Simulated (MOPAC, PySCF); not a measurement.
C3H9N, SMILES `CN(C)C`, neutral singlet in the gas phase. 

Cartesian coordinates (Å):
```xyz
13

C     -0.6334     1.2295    -0.0935
N      0.0449     0.0034    -0.4689
C     -0.7367    -1.1680    -0.1209
C      1.3819    -0.0606     0.0902
H     -0.0498     2.0911    -0.4215
H     -0.7876     1.3166     0.9977
H     -1.6104     1.2753    -0.5770
H     -1.7136    -1.1185    -0.6044
H     -0.2290    -2.0688    -0.4692
H     -0.8989    -1.2664     0.9681
H      1.9625     0.8030    -0.2380
H      1.3835    -0.0734     1.1956
H      1.8864    -0.9631    -0.2583
```
Charge 0, spin multiplicity 1.

All levels are single points at this geometry (B3LYP-D3(BJ)/def2-TZVP); Pople sets use spherical d functions. Orbital energies aren't observables, and empty levels follow the basis.

B3LYP/3-21G in PySCF gives dipole (D) = 0.68.

Estimate the dipole (D) from each of these levels: B3LYP-D3(BJ)/def2-TZVP in PySCF; B3LYP/6-311+G** in PySCF; BP86/6-31G* in PySCF; PBE/6-31G* in PySCF; SVWN5/6-31G* in PySCF; HF/3-21G in PySCF; AM1 in MOPAC; PM6 in MOPAC.


```json
[
 {"level": "B3LYP-D3(BJ)/def2-TZVP in PySCF", "dipole (D)": "0.49"},
 {"level": "B3LYP/6-311+G** in PySCF", "dipole (D)": "0.58"},
 {"level": "BP86/6-31G* in PySCF", "dipole (D)": "0.49"},
 {"level": "PBE/6-31G* in PySCF", "dipole (D)": "0.50"},
 {"level": "SVWN5/6-31G* in PySCF", "dipole (D)": "0.50"},
 {"level": "HF/3-21G in PySCF", "dipole (D)": "0.94"},
 {"level": "AM1 in MOPAC", "dipole (D)": "1.16"},
 {"level": "PM6 in MOPAC", "dipole (D)": "1.65"}
]
```
